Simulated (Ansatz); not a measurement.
input.yaml (Ansatz)

```yaml
crystal:
  lattice:
    - [3.5618299614, 0.0, 0.0]
    - [-1.7809149807, 3.0846352305, 0.0]
    - [0.0, 0.0, 11.5239642176]
  atoms:
    - { symbol: Pr, position: [1.0, 0.0, 0.0], spin: 2.126 }
    - { symbol: Pr, position: [1.0, 0.0, 0.5], spin: 2.126 }
    - { symbol: Pr, position: [0.3333333333, 0.6666666667, 0.75], spin: -2.165 }
    - { symbol: Pr, position: [0.6666666667, 0.3333333333, 0.25], spin: -2.165 }
hamiltonian:
  xc: mr2scan
  pseudopotentials:
    kind: paw
    azcp:
      Pr: "pseudopotentials/Pr.paw.azcp"
basis:
  ecutwfc: 500
  fft_grid_basis: typed
kpoints:
  mp_grid: { grid: [13, 13, 4], shift: [0, 0, 0] }
magnetization:
  spin_polarized: true
scf:
  occupations: { method: fermi_dirac, width: 0.05 }
output:
  stress: true
```

and its output:

```
band count auto-derived: 59 (N_el = 52.0; filled up to band 26; 37 by the electrons, moments and atoms)
Engine: ansatz 0.2.0, aarch64-unknown-linux-gnu
Pseudopotentials: kind: paw
Pseudopotential: Pr, paw, valence charge 13, recommended cutoff 500 eV (meta_gga) 
Functional definition: m-r2SCAN
  exchange = m_r2scan_x
  correlation = m_r2scan_c
Crystal: 4 atoms, lattice volume = 126.613 Å³
Basis set: ecut = 500 eV, 3259 PW (Γ), exchange–correlation on 108×108×360 points (64 copies of the dense FFT grid, shifted against one another)
Bands: 59, of which v1, the nominal top of the filled ones, is band 26 counted from 1 (25 counted from 0)
Symmetry: 24 space group operations
Space group: P63/mmc (ITA 194), of the structure as read, at distance tolerance 5.0e-5 Å
Magnetic group: BNS 194.263 (UNI 1493), of the structure as read, at distance tolerance 5.0e-5 Å
k-points: 63 of 676
Non-local potential: Pr, projectors of the file, l = 0: 3, l = 1: 2, l = 2: 2, l = 3: 3
PAW form: soft (Blöchl's): semilocal exchange-correlation on the pseudo side does not see the compensation charge
PAW frozen core: Pr, regenerated for the run's functional (the file was generated under x = pbe(κ = 0.804, μ = 0.2195149727645171), c = pbe(β = 0.06672455060314922))
PAW one-centre angular grid: Pr, 2702 points (default); XC on 160 Gauss nodes
Initial density: superposition of atomic densities (chi_scale 0.1, normalization cell)
Starting moments: Σ|m| = 8.582 μB on 4 of 4 sites
Initial wavefunctions: pseudopotential atomic-orbital guess
Functional: x = mr2scan, c = mr2scan; τ floored in thin density (d = 2e-4 eV/Å³)
SCF iter   1: F=—  HF=-27789.148836 eV  |F-HF|=—  |Δ(HF+E_count)|=         —  Δρ=3.60e-2 (↑3.60e-2 ↓3.56e-2)  dr2=1.87e0  dr2_τ=1.23e-2  dr2_m=1.07e0  M=-0.126 μB ∫|m|=7.239 μB  β_m=0.38  ethr=3.10e-3  ⟨swp⟩=4.3  Hψ=24522  notcnv=0  defer=14
Mixer restart at iter 1: flushing history
spin=Collinear: Kerker preconditioning applied to the charge; magnetization (m = ρ↑ − ρ↓) channel mixes plain (no charge-response kernel on spin).
SCF iter   2: F=—  HF=-27789.304736 eV  |F-HF|=—  |Δ(HF+E_count)|=   1.56e-1  Δρ=2.19e-2 (↑2.19e-2 ↓2.17e-2)  dr2=6.42e-1  dr2_τ=1.47e-2  dr2_m=4.04e-1  M=-0.117 μB ∫|m|=7.624 μB  β_m=1.00  ethr=3.10e-3  ⟨swp⟩=3.4  Hψ=15684  notcnv=0  defer=300  κ⁻¹=1.0e0(r=1)
SCF iter   3: F=—  HF=-27789.856791 eV  |F-HF|=—  |Δ(HF+E_count)|=         —  Δρ=6.03e-3 (↑5.96e-3 ↓6.03e-3)  dr2=4.15e-2  dr2_τ=1.36e-3  dr2_m=1.20e-2  M=-0.061 μB ∫|m|=8.298 μB  β_m=0.70  ethr=1.23e-3  ⟨swp⟩=3.1  Hψ=15956  notcnv=0  defer=300
Mixer restart at iter 3: flushing history
SCF iter   4: F=—  HF=-27791.966521 eV  |F-HF|=—  |Δ(HF+E_count)|=         —  Δρ=1.71e-2 (↑1.71e-2 ↓1.66e-2)  dr2=1.32e-1  dr2_τ=5.53e-3  dr2_m=1.82e-1  M=-0.088 μB ∫|m|=8.613 μB  β_m=1.00  ethr=7.99e-5  ⟨swp⟩=2.9  Hψ=13844  notcnv=0  defer=439
...
SCF iter  24: F=—  HF=-27790.848273 eV  |F-HF|=—  |Δ(HF+E_count)|=         —  Δρ=7.78e-4 (↑7.34e-4 ↓7.78e-4)  dr2=1.42e-3  dr2_τ=7.28e-6  dr2_m=1.37e-5  M=-0.245 μB ∫|m|=9.029 μB  ethr=7.58e-6  ⟨swp⟩=2.2  Hψ=11674  notcnv=0  defer=871
Mixer restart at iter 24: flushing history
SCF iter  25: F=—  HF=-27790.887238 eV  |F-HF|=—  |Δ(HF+E_count)|=         —  Δρ=2.51e-5 (↑2.10e-5 ↓2.51e-5)  dr2=1.37e-6  dr2_τ=1.22e-8  dr2_m=5.01e-8  M=-0.176 μB ∫|m|=8.890 μB  β_m=1.00  ethr=3.22e-9  ⟨swp⟩=3.0  Hψ=18660  notcnv=0  defer=588
SCF iter  26: F=—  HF=-27790.887239 eV  |F-HF|=—  |Δ(HF+E_count)|=   5.13e-7  Δρ=1.82e-5 (↑1.78e-5 ↓1.82e-5)  dr2=1.06e-6  dr2_τ=6.87e-9  dr2_m=1.01e-8  M=-0.176 μB ∫|m|=8.889 μB  β_m=1.00  ethr=2.63e-9  ⟨swp⟩=1.0  Hψ=8568  notcnv=0  defer=588  κ⁻¹=1.0e0(r=1)
SCF iter  27: F=—  HF=-27790.887240 eV  |F-HF|=—  |Δ(HF+E_count)|=   1.20e-6  Δρ=1.07e-5 (↑9.58e-6 ↓1.07e-5)  dr2=3.62e-7  dr2_τ=2.06e-9  dr2_m=1.64e-8  M=-0.176 μB ∫|m|=8.889 μB  β_m=1.00  ethr=2.03e-9  ⟨swp⟩=2.5  Hψ=11010  notcnv=0  defer=586  κ⁻¹=2.4e-1(r=2)
SCF iter  28: F=—  HF=-27790.887241 eV  |F-HF|=—  |Δ(HF+E_count)|=   5.13e-7  Δρ=5.25e-6 (↑4.69e-6 ↓5.25e-6)  dr2=4.71e-8  dr2_τ=1.06e-9  dr2_m=4.09e-9  M=-0.175 μB ∫|m|=8.889 μB  β_m=1.00  ethr=6.96e-10  ⟨swp⟩=2.0  Hψ=10799  notcnv=0  defer=586  κ⁻¹=8.9e-2(r=3)
SCF iter  29: F=—  HF=-27790.887241 eV  |F-HF|=—  |Δ(HF+E_count)|=   2.73e-9  Δρ=3.45e-6 (↑3.45e-6 ↓3.37e-6)  dr2=1.60e-8  dr2_τ=2.80e-10  dr2_m=2.40e-10  M=-0.175 μB ∫|m|=8.889 μB  β_m=1.00  ethr=9.06e-11  ⟨swp⟩=2.0  Hψ=10723  notcnv=0  defer=584  κ⁻¹=1.3e-2(r=4)
SCF iter  30: F=—  HF=-27790.887241 eV  |F-HF|=—  |Δ(HF+E_count)|=   1.47e-9  Δρ=1.69e-6 (↑1.39e-6 ↓1.69e-6)  dr2=5.93e-9  dr2_τ=4.89e-11  dr2_m=1.56e-10  M=-0.175 μB ∫|m|=8.889 μB  β_m=1.00  ethr=3.08e-11  ⟨swp⟩=2.0  Hψ=10503  notcnv=0  defer=584  κ⁻¹=2.6e-3(r=5)
SCF iter  31: F=—  HF=-27790.887241 eV  |F-HF|=—  |Δ(HF+E_count)|=   1.13e-8  Δρ=9.34e-7 (↑9.34e-7 ↓7.06e-7)  dr2=1.33e-9  dr2_τ=7.27e-12  dr2_m=3.89e-10  M=-0.175 μB ∫|m|=8.889 μB  β_m=1.00  ethr=1.14e-11  ⟨swp⟩=2.0  Hψ=10716  notcnv=0  defer=584  κ⁻¹=4.7e-4(r=6)
SCF iter  32: F=—  HF=-27790.887241 eV  |F-HF|=—  |Δ(HF+E_count)|=   5.66e-9  Δρ=7.94e-6 (↑7.94e-6 ↓2.26e-6)  dr2=1.24e-7  dr2_τ=9.61e-11  dr2_m=1.79e-8  M=-0.175 μB ∫|m|=8.889 μB  β_m=1.00  ethr=2.56e-12  ⟨swp⟩=3.0  Hψ=11204  notcnv=0  defer=584  κ⁻¹=1.0e-4(r=7)
SCF iter  33: F=-27790.887241 eV  HF=-27790.887241 eV  |F-HF|=1.35e-8  |Δ(HF+E_count)|=   3.11e-9  Δρ=3.01e-6 (↑3.01e-6 ↓2.77e-7)  dr2=1.45e-8  dr2_τ=1.19e-11  dr2_m=2.44e-9  M=-0.175 μB ∫|m|=8.889 μB  ethr=2.56e-12  ⟨swp⟩=1.0  Hψ=18577  notcnv=0
SCF 1 converged in 33 iterations: F = -27790.887241 eV  dr2 = 1.45e-8
Symmetry: 4 space group operations
k-points: 147 of 676 (time reversal used)
Initial density: read from a saved state, or passed on in memory by an earlier SCF of this step, an earlier step, the calling program or the single point that the run made first
Starting moments: Σ|m| = 8.582 μB on 4 of 4 sites; this step starts from the density that it was given
Initial wavefunctions: those read from a saved state, or passed on in memory by an earlier step or the calling program
iter 1 solved again at ethr=2.79e-11 eV; its pass at ethr=1.92e-6 eV (dr2=1.45e-8 eV) is discarded
SCF iter   1: F=—  HF=-27790.887241 eV  |F-HF|=—  |Δ(HF+E_count)|=         —  Δρ=3.01e-6 (↑3.01e-6 ↓2.77e-7)  dr2=1.45e-8  dr2_τ=1.18e-11  dr2_m=2.44e-9  M=-0.175 μB ∫|m|=8.889 μB  ethr=2.79e-11  ⟨swp⟩=1.0  Hψ=73457  notcnv=0
spin=Collinear: Kerker preconditioning applied to the charge; magnetization (m = ρ↑ − ρ↓) channel mixes plain (no charge-response kernel on spin).
SCF iter   2: F=—  HF=-27790.938912 eV  |F-HF|=—  |Δ(HF+E_count)|=   5.17e-2  Δρ=5.62e-3 (↑5.62e-3 ↓2.15e-3)  dr2=5.94e-2  dr2_τ=6.99e-5  dr2_m=9.94e-3  M=-0.505 μB ∫|m|=8.927 μB  ethr=1.92e-6  ⟨swp⟩=1.0  Hψ=77900  notcnv=0
SCF iter   3: F=—  HF=-27790.979893 eV  |F-HF|=—  |Δ(HF+E_count)|=   4.10e-2  Δρ=2.19e-3 (↑1.27e-3 ↓2.19e-3)  dr2=1.32e-2  dr2_τ=3.81e-5  dr2_m=1.54e-3  M=-0.145 μB ∫|m|=9.102 μB  ethr=1.92e-6  ⟨swp⟩=1.0  Hψ=63323  notcnv=0
SCF iter   4: F=—  HF=-27790.980385 eV  |F-HF|=—  |Δ(HF+E_count)|=   4.93e-4  Δρ=2.30e-3 (↑1.18e-3 ↓2.30e-3)  dr2=1.16e-2  dr2_τ=1.88e-5  dr2_m=1.83e-3  M=-0.017 μB ∫|m|=9.059 μB  ethr=1.92e-6  ⟨swp⟩=1.0  Hψ=44087  notcnv=0
```

The run was cut off at its time limit.

With an open f shell the SCF can settle in more than one state.
